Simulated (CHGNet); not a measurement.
# hcp Co

Computed with the machine-learned potential CHGNet 0.3.0 (trained on PBE and PBE+U data).

Cell (relaxed at this level):

```xyz
2
Lattice="2.4959 0.0000 0.0000 -1.2480 2.1615 0.0000 0.0000 0.0000 4.0394" Properties=species:S:1:pos:R:3 pbc="T T T"
Co     1.2480     0.7205     3.0296
Co     0.0000     1.4410     1.0099
```

For hcp Co, the equilibrium lattice constant a comes out as 2.496 Å, the lattice parameter c is 4.039 Å and the volume per atom is 10.90 Å³/atom.

Measured, for comparison: lattice constant a 2.507 Å, lattice parameter c 4.07 Å (293 K, no zero-point or thermal correction; as tabulated in Wikipedia's data pages). Computed (rounded) less measured: lattice constant a -0.4 %, lattice parameter c -0.8 %. A static lattice is as a rule a little smaller and stiffer than an uncorrected measurement, which narrows the difference in the lattice constant a, lattice parameter c and would widen misses of the other sign.

A machine-learned potential is trained on density-functional data: it inherits that level's misses and adds fitting errors of its own.
